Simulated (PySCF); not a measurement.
**Which basis set comes closest?**

Molecule: `C=CC(F)(F)F`, C$_{3}$H$_{3}$F$_{3}$.

Geometry:
| atom | x (Å) | y (Å) | z (Å) |
| --- | --- | --- | --- |
| C1 | -1.342 | 0.105 | -0.325 |
| C2 | -0.266 | 0.356 | 0.413 |
| C3 | 1.074 | -0.247 | 0.138 |
| F4 | 1.047 | -1.117 | -0.872 |
| F5 | 1.970 | 0.699 | -0.168 |
| F6 | 1.538 | -0.891 | 1.215 |
| H7 | -2.304 | 0.568 | -0.094 |
| H8 | -1.295 | -0.573 | -1.181 |
| H9 | -0.288 | 1.030 | 1.274 |

Geometry PBE0-D3(BJ)/def2-SVP throughout; GIAO in PySCF, gas phase, one conformer, non-relativistic; equivalent atoms averaged; functional PBE0.

Reference values (measured; solution, not stated per compound (mostly CDCl3 or CCl4); Pretsch, Buehlmann, Badertscher, Structure Determination of Organic Compounds, 4th ed. (2009)): δ(H9) = 5.90 ppm, δ(H7) = 5.56 ppm, δ(H8) = 5.85 ppm. Computed shifts are taken against TMS, calculated as an isolated molecule at each level.

How do the basis sets STO-3G, 6-31G, pcSseg-0, 6-31G*, def2-SVP, cc-pVDZ, pcSseg-1, aug-cc-pVDZ, 6-311+G(2d,p), def2-TZVP, cc-pVTZ, IGLO-III, pcSseg-2 perform against the reference? Times are CPU seconds on shared hosts with different chips, so compare them loosely.

## Answers


| basis set | functions | H9 | H7 | H8 | mean abs. error H | core-s |
| --- | --- | --- | --- | --- | --- | --- |
| STO-3G | 33 | 5.49 | 5.57 | 5.59 | 0.23 | 2.1 |
| 6-31G | 60 | 6.18 | 6.02 | 6.46 | 0.45 | 3.9 |
| pcSseg-0 | 60 | 6.36 | 6.34 | 6.68 | 0.69 | 7.4 |
| 6-31G* | 90 | 5.84 | 5.58 | 5.94 | 0.06 | 5.6 |
| def2-SVP | 99 | 5.79 | 5.66 | 6.06 | 0.14 | 6 |
| cc-pVDZ | 99 | 5.78 | 5.67 | 6.07 | 0.15 | 12 |
| pcSseg-1 | 117 | 6.01 | 5.90 | 6.23 | 0.28 | 6.3 |
| aug-cc-pVDZ | 165 | 6.24 | 5.91 | 6.33 | 0.39 | 24 |
| 6-311+G(2d,p) | 180 | 6.17 | 5.82 | 6.20 | 0.29 | 13 |
| def2-TZVP | 204 | 6.16 | 5.81 | 6.19 | 0.28 | 16 |
| cc-pVTZ | 222 | 6.13 | 5.81 | 6.18 | 0.27 | 33 |
| IGLO-III | 240 | 6.21 | 5.83 | 6.22 | 0.32 | 36 |
| pcSseg-2 | 258 | 6.21 | 5.87 | 6.23 | 0.33 | 23 |

For $^{1}$H the closest is 6-31G* (0.06 ppm) and the furthest pcSseg-0 (0.69 ppm). Where a smaller basis beats a larger one, errors probably cancel; the largest sets show where the functional converges. One molecule is a small sample, and vibrational and solvent effects are absent from the calculation.

A small basis that lands close on one nucleus may do so by chance; judge by the trend and by all nuclei.
